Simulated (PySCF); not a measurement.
## The potential of point charges around water

Species: water (`O`). Coordinates (GFN2-xTB, Å) and charges (e) from the PBE0/pcSseg-1 density (PySCF):

```
atom       x       y       z  Mulliken      IAO  Hirshfeld  ESP-fitted
  O1   0.004   0.379  -0.003   -0.4517  -0.7033    -0.3345     -0.7632
  H2  -0.769  -0.190  -0.011   +0.2259  +0.3517    +0.1673     +0.3819
  H3   0.776  -0.192   0.001   +0.2259  +0.3517    +0.1673     +0.3813
```

Points outside the species (Å): A (-3.8, 1.4, -0.7); B (2.4, -0.2, -3.7); C (-1.9, -2.8, 4.1); D (6.0, -1.2, -4.6); E (2.6, 4.1, 2.1).

Problem. Find the potential V = 14.3996 V·Å × Σ q/r of each set of charges at these points.

Solution. In volts:

| point | nearest atom | distance (Å) | Mulliken | IAO | Hirshfeld | ESP-fitted |
| --- | --- | --- | --- | --- | --- | --- |
| A | H2 | 3.49 | -0.030 | -0.047 | -0.022 | -0.051 |
| B | H3 | 4.04 | +0.010 | +0.015 | +0.007 | +0.016 |
| C | H2 | 5.00 | +0.061 | +0.094 | +0.045 | +0.102 |
| D | H3 | 7.03 | +0.015 | +0.023 | +0.011 | +0.024 |
| E | O1 | 5.00 | -0.108 | -0.169 | -0.080 | -0.184 |

Problem. How far are the other sets from the ESP-fitted one at these points?

Solution. Root-mean-square difference: IAO 0.008 V, Mulliken 0.040 V, Hirshfeld 0.055 V. The ESP scheme is a least-squares fit of atom-centred charges to the potential on four shells outside the van der Waals surface, with the total charge fixed.

Problem. What energy would a point charge of +3 e have at E in the field of the ESP charges, leaving out polarisation?

Solution. -0.551 eV = -53.2 kJ/mol, an attraction.

Isolated species at its GFN2-xTB geometry, gas phase.
